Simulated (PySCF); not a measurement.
# CH₂: bend–stretch map

Method: UPBE0/[C def2-TZVP, H def2-TZVP], no relativity, density fitting, PySCF.

Rigid scan from the triplet minimum (C–H 1.079 Å (×2); H–C–H 134.8°). Coordinate: rows scale both bonds, columns set the H–C–H angle. Energies in kJ/mol from the minimum.

Rows run from the largest first scale (top) to the smallest, columns from the smallest angle to the largest. Lower edges of the bins (kJ/mol): '0' 0.00, '1' 0.70, '2' 1.82, '3' 3.59, '4' 6.39, '5' 10.83, '6' 17.87, '7' 29.02, '8' 46.70, '9' 74.72; top 119.
```
9877788
9765677
9742466
9740356
9753456
9865667
```

(1) Give the energies on the grid of the scan.

## Answers

(1) 
```
scale \ angle   90  105  120  135  150  165  180
         0.94  119   59   27   17   20   28   32
         0.97  102   44   13    4    8   18   22
         1.00   93   37    8    0    6   16   21
         1.03   92   38   10    3   10   21   27
         1.06   97   45   19   13   21   33   39
         1.10  112   62   37   33   43   56   62
```

The bond scale of lowest energy on the grid is 1.03 at 90°, 1.00 at 105°, 1.00 at 120°, 1.00 at 135°, 1.00 at 150°, 1.00 at 165°, 1.00 at 180°.
